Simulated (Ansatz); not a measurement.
Reaction (isomerisation): `C=C(C)SC` → `CC1CCS1`

Calculated with Ansatz (gas phase, PBE0-D4/def2-TZVP geometries, no zero-point term in ΔE). CCSD(T)/CBS is the MP2 limit (def2-TZVPP, def2-QZVPP) plus CCSD(T) − MP2 in def2-TZVPP, frozen cores. Functionals use def2-TZVPP. B3LYP here is the variant with VWN-RPA as its local correlation; programs differ in this. Each species was taken in one conformer, which may not be the lowest.

`C=C(C)SC`:

Z-matrix (Å, degrees):
```
C
C 1 1.494
H 1 1.093 2 111.5
H 1 1.093 2 111.0 3 -119.6
H 1 1.091 2 110.3 3 119.7
S 2 1.762 1 118.4 3 67.0
C 2 1.331 1 123.1 3 -118.2
C 6 1.799 2 103.1 1 -39.1
H 7 1.084 2 120.5 1 -2.7
H 7 1.083 2 121.7 1 178.6
H 8 1.091 6 111.5 2 -60.2
H 8 1.091 6 105.6 2 -178.1
H 8 1.090 6 112.1 2 63.9
```

`CC1CCS1`:

```xyz
13

C    -0.294    1.780    0.154
C    -0.215    0.408   -0.458
C     0.770   -0.599    0.151
C    -0.147   -1.819    0.032
S    -1.615   -0.737   -0.114
H    -1.116    2.360   -0.273
H    -0.447    1.714    1.233
H     0.634    2.332   -0.033
H    -0.085    0.478   -1.542
H     0.938   -0.354    1.202
H     1.739   -0.676   -0.349
H     0.009   -2.391   -0.885
H    -0.171   -2.497    0.883
```

(1) Is it downhill or uphill in electronic energy at CCSD(T)/CBS, and by how much? (Estimate.)

(2) What do these levels give: PBE0-D4, B3LYP-D4, ωB97X-V, PBE, PBE0, B3LYP, HF/def2-TZVPP, CCSD/def2-TZVPP, CCSD(T)/def2-TZVPP, HF/def2-QZVPP, SCS-MP2/def2-QZVPP, MP2/CBS(def2)? (An estimate is asked.)

Largest T1 diagnostic among the species: 0.011.

## Answers

(1) The calculation gave: Downhill: ΔE = -10.8 kJ/mol.

(2) Ansatz gave: PBE0-D4 -19.2, B3LYP-D4 3.3, ωB97X-V -20.5, PBE -9.1, PBE0 -19.0, B3LYP 3.9, HF/def2-TZVPP -1.4, CCSD/def2-TZVPP -14.2, CCSD(T)/def2-TZVPP -12.6, HF/def2-QZVPP -0.8, SCS-MP2/def2-QZVPP -13.0, MP2/CBS(def2) -15.3 kJ/mol.

In def2-TZVPP, CCSD(T) changes the Hartree–Fock value by −11.2 kJ/mol (the triples alone add +1.5 kJ/mol) and MP2 by −15.7 kJ/mol. From PBE to PBE0 (25 % exact exchange), in def2-TZVPP and without D4, ΔE moves by −9.9 kJ/mol.
